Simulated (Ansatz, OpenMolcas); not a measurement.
BF (SMILES [B]F): the energy, rung by rung

BF has 2 atoms, charge 0, and is taken as a singlet. As SMILES, `[B]F`. Geometry: relaxed at GFN2-xTB.

```csv
atom,x (Å),y (Å),z (Å)
B,0.0000,0.0000,0.0000
F,0.0000,0.0000,1.2444
```

Each level gives the energy change with the B1–F2 bond stretched from 1.244 to 2.489 Å (eV). The values are calculated.

| level | kind | program | value (eV) | less FCI/STO-3G | CPU time (all runs) |
| --- | --- | --- | --- | --- | --- |
| SVWN5/STO-3G (restricted) | LDA | OpenMolcas | 7.95 | +1.28 | 6.2 s |
| BLYP/STO-3G (restricted) | GGA | Ansatz | 7.29 | +0.62 | 1.9 s |
| r2SCAN/STO-3G (restricted) | meta-GGA | OpenMolcas | 7.91 | +1.24 | 10 s |
| M06-2X/STO-3G (restricted) | hybrid meta-GGA | OpenMolcas | 8.87 | +2.20 | 5.9 s |
| r2SCAN0/STO-3G (restricted) | hybrid meta-GGA | Ansatz | 8.66 | +1.99 | 2.9 s |
| RPA@PBE/STO-3G (restricted) | RPA | Ansatz | 6.75 | +0.08 | 2.5 s |
| ACPF/STO-3G (restricted) | coupled cluster or CI | OpenMolcas | 4.73 | -1.94 | 3.2 s |
| CCSD(T)/STO-3G (restricted) | coupled cluster or CI | Ansatz | 6.75 | +0.08 | 0.33 s |
| FCI/STO-3G | exact in the basis | Ansatz | 6.67 | 0.00 | 0.44 s |

FCI/STO-3G is exact within its basis and frozen core, so for wave-function methods in that basis the difference is their error; functionals converge differently with the basis, so for them it is only a difference. The first shape isn't each level's own minimum. The values span 4.73 to 8.87 eV. All rows use very small basis sets, so even the best lies far from the true value. CPU times are rough (shared hosts, several kinds of processor): they show what a rung costs within a factor of a few.
